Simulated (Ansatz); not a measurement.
# How far each method lies from full CI for OH⁺, singlet

Geometry: a PBE0/def2-TZVP stationary point for this spin. The triplet lies 2.4 eV lower here.

```csv
atom,x (Å),y (Å),z (Å)
O,0.0000,0.0000,0.0000
H,0.0000,0.0000,1.0366
```

Basis aug-cc-pVDZ; Ansatz 0.2.0. Only valence electrons are correlated (noble-gas cores frozen), which leaves 6 electrons in 31 orbitals. R marks a restricted (for open shells ROHF) determinant, U an unrestricted one. Active spaces: valence = (6e, 5o) chosen from the atoms' valence shells.

Full CI is exact within this basis and frozen core; it isn't the basis-set limit. The frozen core follows each run's orbitals, which can shift R against U totals by a few meV.

The determinant fills πx and πy unequally, so it is a mixture of Σ and Δ, which weighs on every level built on one determinant.

The determinant has the irrep A1, whose lowest full-CI state lies within 3 meV of the A2 state that serves as the reference; occupations given are those of the former.

The UHF ⟨S²⟩ is 1.007. The T1 diagnostic (RCCSD) is 0.0078. The largest doubles amplitude (RCCSD) is 0.405.

| level | E − E(full CI) (kcal/mol) | share of correlation (%) | wall time |
| --- | --- | --- | --- |
| RHF | 115.58 | 0.00 | – |
| UHF† | 55.65 | – | – |
| RMP2 | 33.97 | 70.61 | – |
| UMP2† | -14.07 | – | – |
| CISD | 17.00 | 85.29 | 0.6 s |
| RCCSD | 11.43 | 90.12 | – |
| UCCSD*† | -37.19 | – | – |
| RCCSD(T) | 5.45 | 95.28 | 0.48 s |
| UCCSD(T)*† | -45.21 | – | 1.4 s |
| BCCD(T) | 5.47 | 95.27 | 0.42 s |
| RCCSDT* | 0.26 | 99.77 | – |
| UCCSDT*† | -53.81 | – | – |
| RCCSDT(Q)* | -0.10 | 100.08 | 1.3 s |
| UCCSDT(Q)*† | -54.56 | – | 4.6 s |
| RCCSDTQ* | 0.01 | 100.00 | 24 s |
| CASSCF (valence space) | 75.04 | 35.08 | – |
| NEVPT2 (valence space) | 12.53 | 89.16 | 0.24 s |
| MRCISD (valence space) | 2.15 | 98.14 | – |
| MRCISD+Q (valence space) | -0.08 | 100.07 | 0.6 s |

An asterisk marks runs whose energy the program itself flagged as in doubt. A dagger marks rows that describe another state than the reference (another or a broken symmetry, a higher spin or other natural occupations), so the difference holds a gap between states beside the method's error.

The correlation energy at full CI, counted from RHF, is -5.012 eV. That run took 24 s on 1 thread of Arm Neoverse V1, shared host over 5,037,396 determinants.

Times hold each run's SCF and search for its determinant on a shared host, so for small cases they say little of a method's own cost; they ran on 1 thread of Arm Neoverse V1. Some runs computed forces too.

Unrestricted levels hold only the spin's projection, and here they fall towards a lower state of higher spin.

The full-CI state has the irrep A2 of C2v, in the program's axes (one component, if the state is degenerate).

Natural occupations of full CI about the gap: 1.979 1.965 0.994 0.992 0.025 0.008 0.007 0.007 0.007 0.004; effectively unpaired electrons, Σ n²(2−n)², 2.01. No single determinant describes this state well, so single-reference rows can miss without a flag.
